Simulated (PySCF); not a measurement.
A species of formula CH8BN has this rotational fingerprint, computed with PBE0-D3(BJ)/def2-SVP geometry optimisation, gas phase (PySCF 2.14.0):

```
Rotational constants : A = 28327, B = 8357, C = 7405 MHz
Dipole components    : |μa| = 4.91 D, |μb| = 2.68 D, |μc| = 0.00 D
Inertial defect      : -10.06 u·Å²
κ                    : -0.91
```

Question: Which structure is it? (One computed conformer of each.)
A. `C[BH2-][NH3+]`
B. `[BH3-][NH2+]C`

Answer: B. It is [BH3-][NH2+]C, a near-prolate asymmetric top. The candidates at the same level (rigid rotor, commonest isotopes):

```json
{"SMILES": "C[BH2-][NH3+]", "A (MHz)": "25911", "B (MHz)": "7562", "C (MHz)": "6631", "μa (D)": "4.36", "μb (D)": "3.11", "μc (D)": "0.00", "Δ (u·Å²)": "-10.12", "point group": "Cs", "rotor": "near-prolate asymmetric top"}
{"SMILES": "[BH3-][NH2+]C", "A (MHz)": "28327", "B (MHz)": "8357", "C (MHz)": "7405", "μa (D)": "4.91", "μb (D)": "2.68", "μc (D)": "0.00", "Δ (u·Å²)": "-10.06", "point group": "–", "rotor": "near-prolate asymmetric top"}
```

`C[BH2-][NH3+]` has C 10 % too low. No structure here is proved a minimum.
